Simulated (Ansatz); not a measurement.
The input, for Ansatz 0.2.0:

```yaml
crystal:
  periodic: [false, false, false]
  atoms:
    - {symbol: N, position_ang: [0.000000, 0.000000, 1.503167]}
    - {symbol: B, position_ang: [0.000000, 0.000000, 0.169267]}
    - {symbol: P, position_ang: [0.000000, 0.000000, -1.672433]}
basis:
  gaussian: {orbitals: 6-31G}
total_charge: 1
magnetization: {spin_polarized: false, initial_magnetization: 4}
correlation: {active_space: {window: {electrons: 6, orbitals: 6}, states: [{multiplicity: 5, irrep: E1u, weights: [1]}]}}
```

```sh
$ ansatz run in.yaml --threads 1 --pin off --events-out ev --progress --plain --max-ram 2393MiB
```

Task: One thing in this input was set wrong on purpose, beside settings that are merely unusual. What is the gravest fault, and what does the program do?

Result: Irrep not in the group. How the run ends: stopped by an error.
```
649 factors; integrals over basis functions are off by at most 7.6e-8 eV
mean field evaluation 1: about -11403.5184 eV, gradient 3.6e1 eV
mean field evaluation 2: about -11403.6957 eV, gradient 3.6e1 eV
mean field evaluation 4: about -11407.0503 eV, gradient 2.4e1 eV
mean field evaluation 8: about -11409.7433 eV, gradient 4.7e-1 eV
mean field evaluation 16: about -11409.7839 eV, gradient 2.8e-6 eV
mean field evaluation 32: about -11410.5715 eV, gradient 1.9e-4 eV
mean field evaluation 64: about -11411.4681 eV, gradient 1.3e-4 eV
mean field evaluation 96: about -11411.4546 eV, gradient 4.4e-1 eV
mean field evaluation 128: about -11409.7650 eV, gradient 7.5e-1 eV
mean field evaluation 160: about -11407.0703 eV, gradient 1.4e0 eV
mean field evaluation 192: about -11409.7827 eV, gradient 3.0e-1 eV
mean field -11411.46806243 eV, -419.3637163234 hartree, gradient 3.5e-6 eV, S^2 6.000000; 13 other end points of the search recorded, 0 dependent functions left out
reference -11411.46806243 eV, -419.3637163234 hartree; 15, 11 occupied and 16, 20 virtual orbitals, 649 factors
Error: the irrep E1u is not accepted for these orbitals, which take A1, B1, B2, A2, or 1 to 4
```
